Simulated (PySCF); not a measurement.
C4H10.
SMILES with atom numbers: `[CH3:1][CH:2]([CH3:3])[CH3:4]` (hydrogens: H5, H6, H7 on C1; H8 on C2; H9, H10, H11 on C3; H12, H13, H14 on C4)

The same species was optimised twice, with GFN2-xTB and with PBE0-D3(BJ)/def2-SVP (PySCF), and the same property calculations (PySCF, gas phase) were run on both structures.

```csv
coordinate,GFN2-xTB,PBE0-D3(BJ)/def2-SVP,change
C3–H10 (Å),1.088,1.103,+0.015
C1–H6 (Å),1.088,1.103,+0.015
C4–H14 (Å),1.088,1.103,+0.015
C4–H12 (Å),1.088,1.101,+0.013
C1–H7 (Å),1.088,1.101,+0.013
C4–H13 (Å),1.088,1.101,+0.013
C1–H5 (Å),1.088,1.101,+0.013
C3–H11 (Å),1.088,1.101,+0.013
C3–H9 (Å),1.088,1.101,+0.013
C2–H8 (Å),1.096,1.106,+0.010
C2–C4 (Å),1.527,1.525,-0.002
C2–C3 (Å),1.527,1.525,-0.002
C1–C2 (Å),1.527,1.525,-0.002
H10–C3–H11 (°),108.4,107.5,-0.9
C2–C1–H7 (°),110.7,111.5,+0.8
C2–C3–H11 (°),110.7,111.5,+0.8
H13–C4–H14 (°),108.4,107.5,-0.9
C2–C4–H13 (°),110.7,111.5,+0.8
H6–C1–H7 (°),108.4,107.5,-0.9
H12–C4–H14 (°),108.4,107.5,-0.9
C2–C4–H12 (°),110.7,111.5,+0.8
```

Rotational constants: A = 7876, B = 7873, C = 4580 MHz (GFN2-xTB) against A = 7809, B = 7807, C = 4527 MHz (PBE0-D3(BJ)/def2-SVP). Point groups within 0.08 Å: C3v and C3v. Atoms that the bonding makes alike are paired by their places after alignment.

On the GFN2-xTB structure: HOMO (eV) -9.09 [PBE0/pcSseg-1]; LUMO (eV) 1.49 [PBE0/pcSseg-1]; dipole (D) 0.11 [PBE0/pcSseg-1]; GIAO shielding of C1/C3/C4 (mean) (ppm) 160.3 [PBE0/pcSseg-1]; GIAO shielding of C2 (ppm) 159.3 [PBE0/pcSseg-1].

What do these properties become on the PBE0-D3(BJ)/def2-SVP structure?

| property | level | on GFN2-xTB | on PBE0-D3(BJ)/def2-SVP | change |
| --- | --- | --- | --- | --- |
| HOMO (eV) | PBE0/pcSseg-1 | -9.09 | -8.97 | +0.12 |
| LUMO (eV) | PBE0/pcSseg-1 | 1.49 | 1.44 | -0.05 |
| dipole (D) | PBE0/pcSseg-1 | 0.11 | 0.11 | 0.00 |
| energy, GFN2-xTB geometry as zero (kcal/mol) | PBE0/pcSseg-1 | 0.0 | -0.4 | -0.4 |
| GIAO shielding of C1/C3/C4 (mean) (ppm) | PBE0/pcSseg-1 | 160.3 | 158.4 | -1.9 |
| GIAO shielding of C2 (ppm) | PBE0/pcSseg-1 | 159.3 | 158.8 | -0.5 |

The heavy atoms differ by 0.010 Å rms after alignment. Among all bonds C1–H6, C3–H10 and C4–H14 change most and about equally (+0.015 Å). Changes are differences of the printed values. Neither structure is proved a minimum here.
